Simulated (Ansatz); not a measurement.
`[OH][MgH]` + CH₃OH → `C[O][MgH]` + H₂O at 400 K and 1 bar (ligand exchange at a Mg–O bond).

Calculated with Ansatz (gas phase, PBE0-D4/def2-TZVP geometries, no zero-point term in ΔE). CCSD(T)/CBS is the MP2 limit (def2-TZVPP, def2-QZVPP) plus CCSD(T) − MP2 in def2-TZVPP, frozen cores. This one scheme is used for every species. For Mg outer-core shells are correlated without core-valence functions, which leaves a few kJ/mol of doubt a bond.

| species | CCSD(T)/CBS energy (Eh) | H − E (kJ/mol) | S (J/(mol·K)) |
| --- | --- | --- | --- |
| `[OH][MgH]` | -276.29839 | 65.5 | 270.8 |
| CH₃OH | -115.61712 | 151.2 | 252.6 |
| `C[O][MgH]` | -315.53638 | 145.2 | 306.5 |
| H₂O | -76.37941 | 69.8 | 198.6 |

H − E and S are ideal-gas, rigid-rotor, harmonic terms from PBE0-D4/def2-TZVP. 1 Eh = 2625.50 kJ/mol, R = 8.31446 J/(mol·K).

By hand: ΔE, ΔH, ΔS and ΔG.

ΔE = (-315.53638) + (-76.37941) − (-276.29839) − (-115.61712) = -0.00028 Eh = -0.7 kJ/mol. Δ(H − E) = 145.2 + 69.8 − 65.5 − 151.2 = -1.7, so ΔH = -2.4 kJ/mol. ΔS = 306.5 + 198.6 − 270.8 − 252.6 = -18.3 J/(mol·K). ΔG = -2.4 − 400 × (-18.3)/1000 = 4.9 kJ/mol.

By hand: the equilibrium constant, and the temperature at which ΔG would vanish if ΔH and ΔS stayed fixed.

log₁₀ K = −ΔG/(RT ln 10) = -0.6. ΔG = 0 at ΔH/ΔS = 131 K, though so small a ΔH makes that figure unsure.

TΔS isn't small against ΔH here. The sign of ΔG lies within the doubt. A doubt of 5 kJ/mol in ΔE shifts log₁₀ K by 0.7 here. These are equilibria of isolated gas molecules and say nothing of rates. Largest T1 diagnostic: 0.011 (customary marks: 0.02 for closed shells, 0.045 for open ones).
